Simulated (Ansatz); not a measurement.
SrBiO₂Cl (Cmcm, No. 63; cell taken from a computed entry), treated with HSE06 (Ansatz, a quantum-chemistry and plane-wave program, plane waves, PAW).

Settings: plane-wave cutoff 460 eV, 4×4×4 k mesh, Fermi–Dirac smearing 0.01 eV, scalar-relativistic PAW data made under PBE.

Cell (relaxed with PBEsol):

```xyz
10
Lattice="2.8447 -6.1469 0.0000 2.8447 6.1469 0.0000 0.0000 0.0000 5.5884" Properties=species:S:1:pos:R:3 pbc="T T T"
Sr     2.8447    -4.7970     1.3971
Sr     2.8447     4.7970     4.1913
Bi     2.8447     1.0267     4.1913
Bi     2.8447    -1.0267     1.3971
Cl     2.8447    -3.1439     4.1913
Cl     2.8447     3.1439     1.3971
O      4.1851     0.0000     2.7942
O      1.5042     0.0000     2.7942
O      1.5042     0.0000     0.0000
O      4.1851     0.0000     0.0000
```

Problem. Give the computed band gap, smallest direct gap on the k points sampled and Γ–Γ gap.

Solution. 
- band gap = 4.53 eV
- smallest direct gap on the k points sampled = 4.67 eV
- Γ–Γ gap = 5.40 eV

Note: cell and atoms aren't relaxed at this level (pressure 0.6 GPa); this cell isn't known to be the ambient phase, and symmetry holds it in the calculation.

Spin–orbit coupling is not included; with these elements it can move the gap by several tenths of an eV or more.

Cost on a shared machine: about 15 core-minutes (a rough figure).
